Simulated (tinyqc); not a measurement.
G0W0 on RHF in the sto-6g basis, for H2O, spin multiplicity 1, step by step. One step of it, computed by the program tinyqc.

Question. Iteration 1: building the Fock matrix. J_ij = sum D_kl (ij|kl), K_ij = sum D_kl (ik|jl); F = H + J - 0.5 K; E = tr D H + tr D J / 2 - 0.25 tr D K + E_nn.

D at the start, lower triangle:
```
            1O 1s      1O 2s    1O 2px     1O 2py    1O 2pz     2H 1s     3H 1s
1O 1s    2.058745
1O 2s   -0.220961   1.045563
1O 2px   0.000000   0.000000  2.000000
1O 2py   0.000000   0.000000  0.000000   1.332462
1O 2pz   0.123118  -0.466424  0.000000   0.000000  1.799212
2H 1s   -0.142928   0.337670  0.000000   0.399679  0.119202  0.277549
3H 1s   -0.142928   0.337670  0.000000  -0.399679  0.119202  0.037777  0.277549
```

core Hamiltonian H = T + V (hartree), lower triangle:
```
             1O 1s      1O 2s     1O 2px     1O 2py     1O 2pz      2H 1s      3H 1s
1O 1s   -33.106715
1O 2s    -7.319039  -9.311007
1O 2px    0.000000   0.000000  -7.526553
1O 2py    0.000000   0.000000   0.000000  -7.692675
1O 2pz   -0.024047  -0.261090   0.000000   0.000000  -7.646535
2H 1s    -2.013428  -4.120140   0.000000  -2.085030  -1.868537  -5.341412
3H 1s    -2.013428  -4.120140   0.000000   2.085030  -1.868537  -2.014957  -5.341412
```

Two-electron integrals (ij|kl) in chemists' order, unique and non-zero (hartree):
```
(11|11) 4.787491    (21|11) 0.675884    (21|21) 0.121505    (22|11) 1.117379
(22|21) 0.249212    (22|22) 0.817383    (31|31) 0.025762    (32|31) 0.039145
(32|32) 0.180664    (33|11) 1.117381    (33|21) 0.249212    (33|22) 0.817382
(33|33) 0.880663    (41|41) 0.025762    (42|41) 0.039145    (42|42) 0.180664
(43|43) 0.047461    (44|11) 1.117381    (44|21) 0.249212    (44|22) 0.817382
(44|33) 0.785741    (44|44) 0.880663    (51|51) 0.025762    (52|51) 0.039145
(52|52) 0.180664    (53|53) 0.047461    (54|54) 0.047461    (55|11) 1.117381
(55|21) 0.249212    (55|22) 0.817382    (55|33) 0.785741    (55|44) 0.785741
(55|55) 0.880663    (61|11) 0.197373    (61|21) 0.033982    (61|22) 0.068081
(61|33) 0.067931    (61|41) 0.001259    (61|42) 0.002448    (61|44) 0.068192
(61|51) 0.001070    (61|52) 0.002081    (61|54) 0.000222    (61|55) 0.068119
(61|61) 0.009688    (62|11) 0.444386    (62|21) 0.100326    (62|22) 0.360002
(62|33) 0.354309    (62|41) 0.006051    (62|42) 0.043073    (62|44) 0.364225
(62|51) 0.005143    (62|52) 0.036606    (62|54) 0.008427    (62|55) 0.361471
(62|61) 0.028147    (62|62) 0.190855    (63|31) 0.011594    (63|32) 0.063722
(63|43) 0.009055    (63|53) 0.007696    (63|63) 0.028251    (64|11) 0.231622
(64|21) 0.053072    (64|22) 0.203107    (64|33) 0.193763    (64|41) 0.014478
(64|42) 0.087184    (64|44) 0.217634    (64|51) 0.002451    (64|52) 0.019939
(64|54) 0.012592    (64|55) 0.197924    (64|61) 0.015639    (64|62) 0.130984
(64|64) 0.117393    (65|11) 0.196845    (65|21) 0.045103    (65|22) 0.172611
(65|33) 0.164670    (65|41) 0.002451    (65|42) 0.019939    (65|44) 0.169566
(65|51) 0.013677    (65|52) 0.080668    (65|54) 0.013216    (65|55) 0.183598
(65|61) 0.013291    (65|62) 0.111317    (65|64) 0.075757    (65|65) 0.092634
(66|11) 0.559935    (66|21) 0.128720    (66|22) 0.524046    (66|33) 0.502856
(66|41) 0.010851    (66|42) 0.102523    (66|44) 0.539766    (66|51) 0.009221
(66|52) 0.087130    (66|54) 0.031368    (66|55) 0.529514    (66|61) 0.036570
(66|62) 0.338608    (66|64) 0.265986    (66|65) 0.226050    (66|66) 0.774999
(71|11) 0.197373    (71|21) 0.033982    (71|22) 0.068081    (71|33) 0.067931
(71|41) -0.001259   (71|42) -0.002448   (71|44) 0.068192    (71|51) 0.001070
(71|52) 0.002081    (71|54) -0.000222   (71|55) 0.068119    (71|61) 0.009554
(71|62) 0.027282    (71|64) 0.013676    (71|65) 0.012868    (71|66) 0.034911
(71|71) 0.009688    (72|11) 0.444386    (72|21) 0.100326    (72|22) 0.360002
(72|33) 0.354309    (72|41) -0.006051   (72|42) -0.043073   (72|44) 0.364225
(72|51) 0.005143    (72|52) 0.036606    (72|54) -0.008427   (72|55) 0.361471
(72|61) 0.027282    (72|62) 0.159866    (72|64) 0.074626    (72|65) 0.090772
(72|66) 0.239004    (72|71) 0.028147    (72|72) 0.190855    (73|31) 0.011594
(73|32) 0.063722    (73|43) -0.009055   (73|53) 0.007696    (73|63) 0.023080
(73|73) 0.028251    (74|11) -0.231622   (74|21) -0.053072   (74|22) -0.203107
(74|33) -0.193763   (74|41) 0.014478    (74|42) 0.087184    (74|44) -0.217634
(74|51) -0.002451   (74|52) -0.019939   (74|54) 0.012592    (74|55) -0.197924
(74|61) -0.013676   (74|62) -0.074626   (74|64) -0.011909   (74|65) -0.041301
(74|66) -0.095743   (74|71) -0.015639   (74|72) -0.130984   (74|74) 0.117393
(75|11) 0.196845    (75|21) 0.045103    (75|22) 0.172611    (75|33) 0.164670
(75|41) -0.002451   (75|42) -0.019939   (75|44) 0.169566    (75|51) 0.013677
(75|52) 0.080668    (75|54) -0.013216   (75|55) 0.183598    (75|61) 0.012868
(75|62) 0.090772    (75|64) 0.041301    (75|65) 0.073887    (75|66) 0.149775
(75|71) 0.013291    (75|72) 0.111317    (75|74) -0.075757   (75|75) 0.092634
(76|11) 0.201416    (76|21) 0.045912    (76|22) 0.177672    (76|33) 0.173546
(76|44) 0.176726    (76|51) 0.003766    (76|52) 0.031341    (76|55) 0.182744
(76|61) 0.012768    (76|62) 0.093972    (76|64) 0.055153    (76|65) 0.061635
(76|66) 0.171133    (76|71) 0.012768    (76|72) 0.093972    (76|74) -0.055153
(76|75) 0.061635    (76|76) 0.055292    (77|11) 0.559935    (77|21) 0.128720
(77|22) 0.524046    (77|33) 0.502856    (77|41) -0.010851   (77|42) -0.102523
(77|44) 0.539766    (77|51) 0.009221    (77|52) 0.087130    (77|54) -0.031368
(77|55) 0.529514    (77|61) 0.034911    (77|62) 0.239004    (77|64) 0.095743
(77|65) 0.149775    (77|66) 0.374060    (77|71) 0.036570    (77|72) 0.338608
(77|74) -0.265986   (77|75) 0.226050    (77|76) 0.171133    (77|77) 0.774999
```

nuclear repulsion = 9.79047733 hartree

Give: Coulomb J; exchange K; Fock matrix F; total energy of this density.

Answer.

Coulomb J (hartree), lower triangle:
```
          1O 1s   1O 2s  1O 2px   1O 2py  1O 2pz   2H 1s   3H 1s
1O 1s   17.7374
1O 2s    3.1746  8.3981
1O 2px   0.0000  0.0000  8.3872
1O 2py   0.0000  0.0000  0.0000   8.3983
1O 2pz  -0.0080  0.0104  0.0000   0.0000  8.4088
2H 1s    0.8925  3.6593  0.0000   2.0477  1.7508  5.3227
3H 1s    0.8925  3.6593  0.0000  -2.0477  1.7508  1.7996  5.3227
```

exchange K (hartree), lower triangle:
```
         1O 1s    1O 2s  1O 2px   1O 2py  1O 2pz   2H 1s   3H 1s
1O 1s   9.7585
1O 2s   1.5824   2.5550
1O 2px  0.0000   0.0000  2.2496
1O 2py  0.0000   0.0000  0.0000   2.1061
1O 2pz  0.0115  -0.1063  0.0000   0.0000  2.2341
2H 1s   0.4650   1.2630  0.0000   0.6782  0.5268  1.2446
3H 1s   0.4650   1.2630  0.0000  -0.6782  0.5268  0.5969  1.2446
```

Fock matrix F (hartree), lower triangle:
```
           1O 1s    1O 2s   1O 2px   1O 2py   1O 2pz    2H 1s    3H 1s
1O 1s   -20.2485
1O 2s    -4.9356  -2.1904
1O 2px    0.0000   0.0000  -0.2642
1O 2py    0.0000   0.0000   0.0000  -0.3475
1O 2pz   -0.0378  -0.1975   0.0000   0.0000  -0.3548
2H 1s    -1.3534  -1.0923   0.0000  -0.3764  -0.3812  -0.6410
3H 1s    -1.3534  -1.0923   0.0000   0.3764  -0.3812  -0.5138  -0.6410
```

total energy of this density = -75.393514 hartree
